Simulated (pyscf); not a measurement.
F–SiH(F)–O–SiH₃ + H₂ → F–SiH₂–O–SiH₃ + HF, a four-centre exchange (singlet surface; F–Si, H–H broken, H–Si, F–H formed). Structures and frequencies: ωB97X-D3(BJ)/def2-SVP in PySCF. Energies in kJ/mol from the separated reactants.

Small-basis levels: PySCF, no dispersion term, spherical d functions. 

Task: In single points SVWN5/6-31G* puts the saddle at 186.4 kJ/mol and the reaction energy at +187.4 kJ/mol. Should these be trusted to within a few kcal/mol? Compare with ωB97M-D3(BJ)/def2-TZVP.

Result: ωB97M-D3(BJ)/def2-TZVP gives ΔE‡ = 248.6 kJ/mol and ΔE = +146.7 kJ/mol. SVWN5/6-31G* lies 62.2 kJ/mol under it in the barrier and 40.7 kJ/mol over it in the reaction energy, so on this step it does not hold to within 12.6 kJ/mol. At SVWN5/6-31G* this geometry lies under one side, so its ΔE‡ may be no barrier of that level. ωB97M-D3(BJ)/def2-TZVP has limits of its own. One saddle was located; it need not be the lowest between these sides.
